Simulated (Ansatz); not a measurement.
## Worked example: a bond strength in CH3Al (SMILES C[Al])

CH3Al has 5 atoms, charge 0, and is taken as a singlet. As SMILES, `C[Al]`. The shape was relaxed beforehand at wB97X-V/def2-SVP.

```tsv
atom	x (Å)	y (Å)	z (Å)
C	-0.1279	-0.0561	0.0527
Al	1.5812	0.6929	-0.6507
H	-0.2328	-1.1359	-0.1729
H	-0.2070	0.0501	1.1528
H	-1.0134	0.4489	-0.3819
```

Wanted: the dissociation energy of the H3–C1 bond into doublet H and doublet CH2Al (shapes relaxed at wB97X-V/def2-SVP, no zero-point term). 1 Eh = 2625.50 kJ/mol = 27.2114 eV. Totals in Eh; open shells run unrestricted unless said.

```tsv
level	program	CH3Al	doublet H	doublet CH2Al
BLYP/def2-TZVPP	Ansatz	-282.311523	-0.497552	-281.653308
B2PLYP/def2-TZVPP, 6 core orbitals frozen	Ansatz	-282.170741	-0.498613	-281.508926
RPA@PBE/def2-TZVPP, 6 core orbitals frozen	Ansatz	-281.945394	-0.517613	-281.267784
```

Question: Work out the dissociation energy at each level.

Answer: 
1. BLYP/def2-TZVPP: (-0.497552) + (-281.653308) − (-282.311523) = 0.160663 Eh = 421.8 kJ/mol = 4.37 eV.
2. B2PLYP/def2-TZVPP: (-0.498613) + (-281.508926) − (-282.170741) = 0.163202 Eh = 428.5 kJ/mol = 4.44 eV.
3. RPA@PBE/def2-TZVPP: (-0.517613) + (-281.267784) − (-281.945394) = 0.159997 Eh = 420.1 kJ/mol = 4.35 eV.

The levels span 420 to 428 kJ/mol; no measured value is set beside them. A bond enthalpy at 298 K also holds the loss of zero-point energy and thermal terms.
